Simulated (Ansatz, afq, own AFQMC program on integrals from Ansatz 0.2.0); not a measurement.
**CH$_{2}$, triplet in cc-pVDZ, levels against full CI**

```yaml
atoms:
  - { symbol: C, position_ang: [0.0000, -0.0654, 0.0141] }
  - { symbol: H, position_ang: [0.0000, 0.4305, -1.1779] }
  - { symbol: H, position_ang: [0.0000, 0.3490, 1.0102] }
```

Basis cc-pVDZ. Noble-gas cores (and the filled d shells of Ga–Kr and In–Xe) are frozen. Ansatz 0.2.0 and our own AFQMC program on the same integrals; the CISD trial comes from CCSD amplitudes, and released means the phaseless constraint is let go. Free AFQMC starts from the CCSD state and is never constrained. Its projection time is finite, and what remains of the start isn't in its error. Error bars are statistical, one sigma.

Determinant: UHF, the one that the program's search chose, which needn't be the lowest solution. The geometry is a point of a scan.

Full CI on the same integrals is exact in this basis and with this determinant's frozen core.

Cautions: lower spins were not checked.

- T1 diagnostic: 0.0121
- weight of the determinant in the CISD state: 0.944
- ⟨S²⟩ of the determinant: 2.022
- size of the correlated space: 6 electrons in 23 orbitals

```json
{"level": "MP2", "correlation energy (eV)": "-2.5922"}
{"level": "CCSD", "correlation energy (eV)": "-3.1854"}
{"level": "CCSD(T)", "correlation energy (eV)": "-3.2408"}
```

Task: Estimate where full CI lies against CCSD(T) on the same integrals.

Result: 0.59 mEh below CCSD(T).

Reference: full CI, correlation energy -3.257 eV. The released energy is read at 1.50 1/Eh (meV from the phaseless value at times in 1/Eh: -3 ± 4 at 0.24, -1 ± 4 at 0.50, -3 ± 3 at 1.00, -2 ± 3 at 1.50).

| level | E − E(reference) (mEh) | share of correlation (%) |
| --- | --- | --- |
| CCSD(T) | 0.59 | 99.51 |
| CCSDT | 0.11 | 99.91 |
| CCSDT(Q) | 0.02 | 99.99 |
| ph-AFQMC/HF | -0.49 ± 1.03 | 100.41 |
| ph-AFQMC/CISD | 0.11 ± 0.08 | 99.91 |
| released AFQMC | 0.04 ± 0.10 | 99.97 |
| free AFQMC | -0.30 ± 0.22 | 100.25 |

CCSDT and higher add their correlation energy to the determinant of the CCSD(T) run, since their own runs factorise the integrals more tightly (a shift of under 2 meV). Free projections are given only where their last times agree within the noise and don't stop above the reference; a slow remainder of the start can still hide under it. A walk keeps the symmetry of its determinant, which the program's search chose and which needn't be the lowest solution, so a lower state of the same spin and another symmetry isn't excluded. Released energies are given only where the last usable release times agree within the noise; a slower fall can still hide under it.
